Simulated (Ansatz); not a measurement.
SiN2H6⁺, that is Si(NH2)2H2 with one electron fewer. Charge 1, multiplicity 2. Geometry PBE-D4/def2-TZVP, that of the neutral singlet; atoms count from 1.

```tsv
atom	x (Å)	y (Å)	z (Å)
Si1	0.1668	0.4683	-0.2364
N2	1.1072	-0.5323	0.8088
H3	0.8065	-0.7125	1.7623
H4	2.1192	-0.5308	0.7291
N5	-1.3867	-0.2616	-0.4123
H6	-1.4837	-1.1912	-0.8099
H7	-2.1949	0.3189	-0.6132
H8	1.0284	0.5844	-1.4616
H9	-0.1628	1.8569	0.2332
```

(1) Estimate the Mulliken populations from the PBE0/def2-TZVP orbitals of Ansatz.

(2) Where does the spin sit?

(3) And the Mayer bond orders between heavy atoms (over 0.3)?

Results:

(1) 
```csv
atom,charge (e),spin (α − β)
Si1,0.41,-0.04
N2,-0.42,0.43
H3,0.31,-0.01
H4,0.31,-0.01
N5,-0.42,0.43
H6,0.31,-0.01
H7,0.31,-0.01
H8,0.10,0.11
H9,0.10,0.11
```
Mulliken values depend strongly on the basis.

(2) Summed by element: Si -0.04, N 0.85, H 0.18, of 1 unpaired in all. Largest on single atoms: N5 0.43, N2 0.43, H8 0.11.

(3) Si1–N2 1.13 (1.73 Å); Si1–N5 1.13 (1.73 Å).
